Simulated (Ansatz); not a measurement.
# One shape, several levels: NH3 (SMILES N)

We compute a comparison of 6 runs (BHLYP/3-21G, PBE0/6-31G, SVWN5/6-31G, MP2/6-31G, UMP2/6-31G, UCCSD(T)/6-31G) of NH3. 

The calculation is run with Ansatz 0.2.0.

48 further runs of the same task are left out: 48 set aside as unsound or not needed.

**1. Starting point**

NH3 has 4 atoms, charge 0, and is taken as a singlet. As SMILES, `N`. The H2–N1 distance was set to 2.025 Å, away from the relaxed value. At this shape a bond of the SMILES string is far longer than usual.

Bond lengths: N1–H3 1.013 Å, N1–H4 1.013 Å. Angles: H3–N1–H4 107.1°.

**2. A single-point energy at BHLYP/3-21G (run 1)**

The input, job.yaml:

```yaml
crystal:
  periodic: [false, false, false]
  atoms:
    - {symbol: N, position_ang: [-0.630317, 0.800787, -0.527351]}
    - {symbol: H, position_ang: [0.490470, -0.301820, 0.749180]}
    - {symbol: H, position_ang: [-1.447887, 0.249377, -0.757191]}
    - {symbol: H, position_ang: [-0.093487, 0.905597, -1.379481]}
basis:
  gaussian: {orbitals: 3-21G.json}
hamiltonian: {xc: {name: BHLYP}}
accuracy: high
```

The basis set 3-21G is read from a file made from the Basis Set Exchange's data (not shown).

Started as:

```sh
$ ansatz run job.yaml --threads 1 --pin off --max-ram 3480MiB --events-out events.jsonl --progress --plain --runs-dir runs
```

The log of the run:

```text
Warning: RAYON_NUM_THREADS=1 ignored (pool sized by the plan → 1); use --threads N
Functional definition: BHLYP
  name "BHLYP"
  parameter a = 0.5
  exchange = (1 - a)*b88_x + a*exact_x
  correlation = lyp_c
287 factors; integrals over basis functions are off by at most 6.1e-9 eV
mean field evaluation 1: about -1518.7902 eV, gradient 4.3e1 eV
mean field evaluation 2: about -1512.4289 eV, gradient 6.2e1 eV
mean field evaluation 4: about -1524.0876 eV, gradient 2.4e0 eV
mean field evaluation 8: about -1524.1019 eV, gradient 1.6e-1 eV
mean field evaluation 16: about -1524.1021 eV, gradient 1.3e-6 eV
mean field -1524.10211033 eV, -56.0097194813 hartree, gradient 6.6e-8 eV, S^2 0.000000; 0 other end points of the search recorded, 0 dependent functions left out
reference -1524.10212424 eV, -56.0097199922 hartree; 5, 5 occupied and 10, 10 virtual orbitals, 287 factors
Total energy: -1524.10212424 eV, -56.0097199922 hartree
```

Wall time 0.26 s (1 thread of Intel Xeon 6975P-C (Granite Rapids), shared host).

**3. A single-point energy at PBE0/6-31G (run 2)**

The input, job.yaml:

```yaml
crystal:
  periodic: [false, false, false]
  atoms:
    - {symbol: "N", position_ang: [-0.630317, 0.800787, -0.527351]}
    - {symbol: H, position_ang: [0.490470, -0.301820, 0.749180]}
    - {symbol: H, position_ang: [-1.447887, 0.249377, -0.757191]}
    - {symbol: H, position_ang: [-0.093487, 0.905597, -1.379481]}
basis:
  gaussian:
    orbitals: 6-31G
hamiltonian:
  xc: pbe0
accuracy: high
```

Started as:

```sh
$ ansatz run job.yaml --threads 1 --pin off --max-ram 3480MiB --events-out events.jsonl --progress --plain --runs-dir runs
```

The log of the run:

```text
Warning: RAYON_NUM_THREADS=1 ignored (pool sized by the plan → 1); use --threads N
Functional definition: PBE0
  name "PBE0"
  parameter a = 0.25
  parameter kappa = 0.804
  parameter beta = 0.06672455060314922
  exchange = (1 - a)*pbe_x(kappa = kappa, mu = beta*pi^2/3) + a*exact_x
  correlation = pbe_c(beta = beta)
349 factors; integrals over basis functions are off by at most 2.9e-9 eV
mean field evaluation 1: about -1522.9566 eV, gradient 5.5e1 eV
mean field evaluation 2: about -1504.5326 eV, gradient 8.6e1 eV
mean field evaluation 4: about -1531.1144 eV, gradient 1.2e1 eV
mean field evaluation 8: about -1531.6599 eV, gradient 3.4e-1 eV
mean field evaluation 16: about -1531.6603 eV, gradient 6.2e-7 eV
mean field -1531.66033009 eV, -56.2874789340 hartree, gradient 5.3e-8 eV, S^2 0.000000; 0 other end points of the search recorded, 0 dependent functions left out
reference -1531.66033142 eV, -56.2874789830 hartree; 5, 5 occupied and 10, 10 virtual orbitals, 349 factors
Total energy: -1531.66033142 eV, -56.2874789830 hartree
```

Run time: 0.28 s. Hardware: 1 thread of Intel Xeon 6975P-C (Granite Rapids), shared host.

Runs 3 to 5 aren't shown in full; the table further down has their settings and results.

**4. A single-point energy at UCCSD(T)/6-31G (run 6)**

The input, molecule.yaml:

```yaml
crystal:
  periodic: [false, false, false]
  atoms:
    - {symbol: "N", position_ang: [-0.630317, 0.800787, -0.527351]}
    - {symbol: H, position_ang: [0.490470, -0.301820, 0.749180]}
    - {symbol: H, position_ang: [-1.447887, 0.249377, -0.757191]}
    - {symbol: H, position_ang: [-0.093487, 0.905597, -1.379481]}
basis:
  gaussian:
    orbitals: 6-31G
correlation:
  method: ccsd_t
  frozen_orbitals: {H: 0, "N": 1}
accuracy: high
scf:
  omitted_lower_state_checks: [cluster_reference, increment]
magnetization:
  spin_polarized: true
  initial_magnetization: 0
```

Started as:

```sh
$ ansatz run molecule.yaml --threads 1 --pin off --max-ram 3480MiB --events-out events.jsonl --progress --plain --runs-dir runs
```

The log of the run, shortened:

```text
Warning: RAYON_NUM_THREADS=1 ignored (pool sized by the plan → 1); use --threads N
Functional definition: HF
  name "HF"
[...]
349 factors; integrals over basis functions are off by at most 2.9e-9 eV
[...]
mean field -1524.75781044 eV, -56.0338160155 hartree, gradient 3.1e-8 eV, S^2 0.883605; 6 other end points of the search recorded, 0 dependent functions left out
1 core orbitals not correlated: weight in the atoms' cores, before any rotation towards them, 1.000 or more for the frozen orbitals, at most 0.000 for the correlated occupied ones
reference -1524.75781044 eV, -56.0338160155 hartree; 4, 4 occupied and 10, 10 virtual orbitals, 349 factors
second order -2.42898548 eV of doubles, -0.00000000 eV of singles
cycle   1  -2.68803606 eV  change   -2.6e-1 eV  update   4.5e-2
[...]
cycle  40  -3.14462780 eV  change   6.8e-10 eV  update  1.2e-10
perturbative correction -0.12256046 eV, -0.0045040137 hartree
Total energy: -1528.02499869 eV, -56.1538829692 hartree
Checks for a lower state left out: cluster_reference, increment
```

Run time: 0.2 s. Hardware: 1 thread of Intel Xeon 6975P-C (Granite Rapids), shared host.

**5. The series**

```tsv
run	level	frozen core orbitals	energy (Eh)	wall time
1	BHLYP/3-21G	–	-56.009720	0.26 s
2	PBE0/6-31G	–	-56.287479	0.28 s
3	SVWN5/6-31G	–	-55.882669	0.24 s
4	MP2/6-31G	1	-56.114056	0.1 s
5	UMP2/6-31G	1	-56.123080	0.1 s
6	UCCSD(T)/6-31G	1	-56.153883	0.2 s
```

**6. Summary of results**

| quantity | value |
| --- | --- |
| run 6: total energy | -56.15388 Eh |
| run 6: correlation energy (1 core orbital frozen) | -120.1 mEh |
| run 6: (T) correction | -4.50 mEh |
| run 6: ⟨S²⟩ of the reference determinant | 0.884 |
| run 6: T1 diagnostic | 0.084 |

Totals of different functionals can't be ranked against each other. In run 4 the log says that unrestricted orbitals would lower the reference, so the values rest on an unstable closed-shell determinant (other closed-shell runs at this shape may share the fault). In runs 1, 2, 3, 4 a closed-shell determinant meets a far-stretched bond, which it describes badly. Spin contamination of the reference: run 5 ⟨S²⟩ = 0.88, run 6 ⟨S²⟩ = 0.88. Where it is this large, the reference is a mixture of spin states, and values that rest on it are in doubt. All runs together took 1.2 s, the longest 0.28 s.
